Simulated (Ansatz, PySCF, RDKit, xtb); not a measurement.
# AlSiNH6: a search for the lowest isomer

Task: start from the formula AlSiNH6, draw up candidate structures, narrow them down in stages, and characterise the one that lies lowest at 298.15 K.

The funnel: GFN2-xTB relaxations, single points with a density functional, relaxations at PBE-D3(BJ)/def2-SVP, harmonic vibrations, and a last energy at a higher level. All values are calculated.

7 further runs of the same task are left out: 7 set aside as unsound or not needed.

## (1) Candidates

All bonding patterns within simple valence rules are listed by program: one Lewis structure each, at most two rings and one unusual centre or charged pair. O–O, O–halogen and N–halogen bonds and N–N–N chains are not drawn. That gives 13 candidates.

```
label                 SMILES     spin
 c061     [NH3+][SiH-][AlH2]  singlet
 c075     [NH3+][AlH2-][SiH]  triplet
 c150     [AlH3-][NH2+][SiH]  singlet
 c160          N[SiH2][AlH2]  singlet
 c172    [AlH3-][NH+]=[SiH2]  singlet
 c195       [NH2][AlH][SiH3]  singlet
 c256  [NH2+]1[AlH2-][SiH2]1  singlet
 c261    [NH2][AlH2-][SiH2+]  singlet
 c280     [AlH3-][NH2+][SiH]  triplet
 c429     [NH3+][AlH2-][SiH]  singlet
 c547       [AlH2][NH][SiH3]  singlet
 c778         N[SiH+][AlH3-]  singlet
 c850    [AlH2][NH2+][SiH2-]  singlet
```

Candidates are built by distance geometry, with a force field where one applies, in up to four conformers (letters a to d). 5 starts with atoms placed at random are added, to find patterns that the rules miss.

**Question.** With final energies at CCSD(T)/def2-TZVP, which structure will this search put lowest in free energy, and by what margin?

| quantity | value |
| --- | --- |
| lowest structure found | [AlH2][NH][SiH3], singlet, Cs |
| next finalist | [NH2][AlH][SiH3], singlet, 11.7 kcal/mol higher in G |
| share at equilibrium, among the finalists | 100.0 % |
| harmonic wavenumbers, lowest and highest (PBE-D3(BJ)/def2-SVP) | 111 and 3477 cm⁻¹ |
| rotational constants, same geometry | 0.9031, 0.09875, 0.0919 cm⁻¹ |
| dipole moment (PBE0/def2-TZVPD) | 0.84 D |
| HOMO energy (PBE0/def2-TZVPD) | -7.70 eV |
| LUMO energy (PBE0/def2-TZVPD) | -1.02 eV |
| HOMO–LUMO gap (PBE0/def2-TZVPD) | 6.68 eV |
| lowest excitation (TD-CAM-B3LYP/def2-SVPD) | 6.10 eV (f = 0.000) |
| lowest triplet excitation, same level, Tamm-Dancoff | 5.29 eV |
| vertical ionisation energy | 9.67 eV |
| vertical electron affinity | -0.41 eV (unbound: the value depends on the basis) |
| vertical triplet less singlet | +5.14 eV |

The lowest structure found is `[AlH2][NH][SiH3]`. The margin of 11.7 kcal/mol over the next finalist is beyond the usual error of the last level; it says nothing of structures that weren't ranked. GFN2-xTB, HF/STO-3G, r2SCAN-D4/def2-SVP, PBE-D3(BJ)/def2-SVP, HF/def2-TZVP and MP2/def2-TZVP already put its bonding pattern lowest among the structures in one piece. Lowest found is not proven lowest: the search is finite, and each finalist counts with one conformer. Patterns outside the rules of the enumeration were met only by chance. The lowest isomer need not be the one that is made and kept in a bottle, which depends on barriers.
